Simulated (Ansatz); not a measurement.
For fcc Pt, LDA (Ansatz, a quantum-chemistry and plane-wave program, plane waves, PAW) gives:

| Property | Result |
|---|---|
| lattice constant a | 3.894 Å |
| bulk modulus | 307 GPa |

Problem. What does r²SCAN+SOC (PAW; Ansatz) give for the same quantities?

Solution. 
- lattice constant a: 3.942 Å (rises by 1.2 %)
- bulk modulus: 268 GPa (falls by 13 %)

For comparison: lattice constant a 3.913 Å (measured, static lattice: zero-point anharmonic expansion removed; as tabulated in Mejia-Rodriguez and Trickey (2018), arXiv:1807.09216); bulk modulus 289 GPa (measured, corrected for temperature and zero-point phonon effects; as tabulated in Levämäki et al. (2014), arXiv:1402.3671).

Changes are worked out from the printed values.

Unless a cell is named, each level is at its own relaxed cell (LDA 14.76, r²SCAN+SOC 15.31 Å³/atom).

Levels without +SOC leave out spin–orbit coupling, which shifts energies and cells of such heavy elements.

Ansatz's density-functional and Hartree–Fock values are scalar-relativistic unless marked +SOC, with PAW data made under PBE.
